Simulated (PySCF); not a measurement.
Gas-phase reaction: 4 H2SiO + H2 ⇌ 3 SiH2 + Si(OH)4

Energies from PySCF, thermal terms from the rigid-rotor harmonic-oscillator model, ideal gas at 1 bar. † marks an energy on the PBE0/def2-TZVP geometry and frequencies. MP2 and CCSD(T) freeze the core. All species are closed-shell singlets. H2SiO: computed as isolated molecules; such fragments, hydroxides, amides, oligomers or adducts are transient or little studied in the gas. MP2 isn't extrapolated to the basis-set limit. CCSD(T) isn't extrapolated to the basis-set limit. Warning, large T1 diagnostic: H2SiO (CCSD(T)/def2-TZVPP†).

CCSD(T)/def2-TZVPP† gives ΔH°(298 K) = -150 kJ.

### Question
What do PBE/def2-TZVP†, PBE0/def2-SVP†, MP2/def2-TZVPP† give?

### Answer
PBE/def2-TZVP†: -64 kJ; PBE0/def2-SVP†: -198 kJ; MP2/def2-TZVPP†: -72 kJ. For scale, ΔH°(298 K) is -150 kJ at this level, -155 kJ at ωB97M-V/def2-TZVP†, and runs from -259 to 619 kJ over the 20 levels computed.
